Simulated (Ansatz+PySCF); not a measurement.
Values are calculated unless marked as measured or tabulated.
A run of PySCF 2.14.0 on doublet CHClF at this shape:

```yaml
atoms:
  - { symbol: C, position_ang: [-0.5563, 0.5520, -0.1340] }
  - { symbol: H, position_ang: [-0.7305, 1.5009, 0.3630] }
  - { symbol: F, position_ang: [-1.5320, -0.3405, 0.0271] }
  - { symbol: Cl, position_ang: [1.0599, -0.1067, 0.0125] }
```

Its results:

```
Converged                       : yes
Reference energy                : -597.40184 hartree
Correlation energy              : -0.57753 hartree
Total energy                    : -597.97937 hartree
Spin squared of the determinant : 0.762
```

Problem. Which input gives this output? Name the method, the orbitals and the basis set, and write the input.

Solution. UHF-MP2 in cc-pVTZ on H, C, F; cc-pV(T+d)Z on Cl.

```python
from pyscf import gto, scf, mp

# the (T+d) and (D+d) sets load through basis_set_exchange
mol = gto.M(atom="""
C -0.556290 0.552020 -0.133960
H -0.730480 1.500890 0.362960
F -1.532020 -0.340500 0.027050
Cl 1.059880 -0.106720 0.012470
""", basis={'C': 'cc-pvtz', 'Cl': 'cc-pv(t+d)z', 'F': 'cc-pvtz', 'H': 'cc-pvtz'}, charge=0, spin=1)
mf = scf.UHF(mol)
mf.kernel()
pt = mp.MP2(mf, frozen=7).run()
print(mf.e_tot, pt.e_corr, pt.e_tot)
```
